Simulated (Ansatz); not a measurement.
**SiH (quartet): wave-function methods side by side at distance Si1–H2 = 5.117 Å, cc-pVTZ**

Aim: climb from Hartree-Fock through coupled cluster and multireference methods for SiH (quartet) at one geometry and basis, and see what each rung misses.

Computed with Ansatz 0.2.0, Gaussian basis. Level: cc-pVTZ, core rule «outside noble gas», up to 5 orbitals frozen.

Plan: UHF; CCSD(T) on ROHF; CCSD(T) on UHF; BCCD(T) on ROHF; CISD; CCSDT(Q) on ROHF; CCSDT(Q) on UHF; CASSCF and MRCISD+Q, 5 electrons in 5 orbitals; CASSCF and NEVPT2, 5 electrons in 5 orbitals; Full CI.

18 further runs of the same task are left out: 1 for a mislabelled method, 11 that didn't finish, 6 set aside as unsound or not needed.

**1. The geometry**

The geometry derives from a PBE0/def2-TZVP stationary point (not a proven minimum). One bond is set to the value named and the two fragments are kept rigid.

2 atoms, charge 0, spin multiplicity 4.

Atoms are counted from 1 here; the program's logs count them from 0.

No contacts short enough for the rule that draws bonds.

Geometry (Å):

```xyz
2

Si    0.00000    0.00000    0.00000
H     0.00000    0.00000    5.11700
```

**2. UHF**

in.yaml

```yaml
crystal:
  periodic: [false, false, false]
  atoms:
    - {symbol: Si, position_ang: [0.000000, 0.000000, 0.000000]}
    - {symbol: H, position_ang: [0.000000, 0.000000, 5.117000]}
basis:
  gaussian: {orbitals: cc-pVTZ}
magnetization: {spin_polarized: true, initial_magnetization: 3}
hamiltonian: {xc: hf}
output: {orbitals: {seedname: orbitals}}
```

Launch:

```console
$ ansatz run in.yaml --threads 1 --pin off --events-out ev --progress --plain --max-ram 2393MiB
```

After this run come: CCSD(T) on ROHF; CCSD(T) on UHF; BCCD(T) on ROHF; CISD; CCSDT(Q) on ROHF; CCSDT(Q) on UHF; CASSCF and MRCISD+Q, 5 electrons in 5 orbitals; CASSCF and NEVPT2, 5 electrons in 5 orbitals; Full CI.

Q: Predict the results of all the runs planned. Wanted: FCI below the RHF energy; RMP2 from FCI; UMP2 from FCI; RCCSD from FCI; RCCSD(T) from FCI; UCCSD(T) from FCI; RCCSDT(Q) from FCI; UCCSDT(Q) from FCI; NEVPT2 valence from FCI.

**Answer**, as computed:

```
                         quantity                                                                                value
         FCI below the RHF energy                                                                           -2.2248 eV
                    RMP2 from FCI                                                                           +580.7 meV
                    UMP2 from FCI                                                                           +581.9 meV
                   RCCSD from FCI                                                                            +93.5 meV
                RCCSD(T) from FCI                                                                            +22.2 meV
                UCCSD(T) from FCI                                                                            +20.8 meV
               RCCSDT(Q) from FCI                                                                             +0.2 meV
               UCCSDT(Q) from FCI                                                                             -1.1 meV
          NEVPT2 valence from FCI                                                                           +490.3 meV
        MRCISD+Q valence from FCI                                                                             -0.8 meV
levels within 1 kcal/mol (43 meV)  RCCSD(T), UCCSD(T), BCCD(T), RCCSDT, UCCSDT, RCCSDT(Q), UCCSDT(Q), MRCISD+Q valence
                    T1 diagnostic                                                                                0.021
   effectively unpaired electrons                                                                                 3.04
```

What this shows: RCCSD(T) lands +22.2 meV from the yardstick (1.0 % of the correlation energy). One determinant dominates. Of the multireference levels listed MRCISD+Q valence comes nearest in total energy (-0.8 meV), which doesn't show that its space is the better one. These misses are within one basis, not against nature; the frozen cores of restricted and unrestricted runs differ, which can shift their rows.
